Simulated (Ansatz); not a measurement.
Calculated with Ansatz (gas phase, PBE0-D4/def2-TZVP geometries, no zero-point term in ΔE). CCSD(T)/CBS adds triple-zeta CCSD(T) − MP2 to the extrapolated MP2 energy (def2 sets, frozen cores). This one scheme is used for every species, atoms too. Functionals use def2-TZVPP. No spin–orbit coupling; open shells (•) take unrestricted orbitals. Spin–orbit coupling would lower the free atoms: a little for B, F. One conformer a species, not always the lowest.

Reaction (atomization): `N[B]F`• → B• + F• + 2 H• + N•

| level | ΔE (kJ/mol) |
| --- | --- |
| CAM-B3LYP-D4 | 1907.4 |
| BLYP | 1898.8 |

What does CCSD(T)/CBS give? (Best estimate.)

Ansatz gave: +1864.5 kJ/mol. The listed levels differ from it by 42.9, 34.3 kJ/mol.

What do rigid-rotor, harmonic-oscillator terms from PBE0-D4/def2-TZVP frequencies (298.15 K, 1 bar) make of the CCSD(T)/CBS value? (Best estimate.)

Computed: ΔZPE = -83.1 kJ/mol, ΔH = +1800.5 kJ/mol, ΔS = 436 J/(mol·K), ΔG = +1670.3 kJ/mol. Open shells count their whole term as degenerate.

Largest T1 diagnostic among the species: 0.014.

Leaving LDA and LC-ωPBE aside and taking each functional with its dispersion term where it has one, the values, not all of them listed here, spread over 133.3 kJ/mol, from BHLYP-D4 to PBE-D4. LDA lies +249.0 kJ/mol from PBE without D4, its usual overbinding. At CCSD(T), def2-SVP lies −105.1 kJ/mol from the extrapolated value and def2-TZVPP −55.5 kJ/mol: correlation converges slowly with the basis, and small sets miss more of it in the bonded molecule than in its fragments.

For atomizations the MP2-based limit and the directly extrapolated one differ by several kJ/mol either way, and by 10 to 25 for some Ge, Se and Sn compounds, so smaller differences from it don't rank the levels.
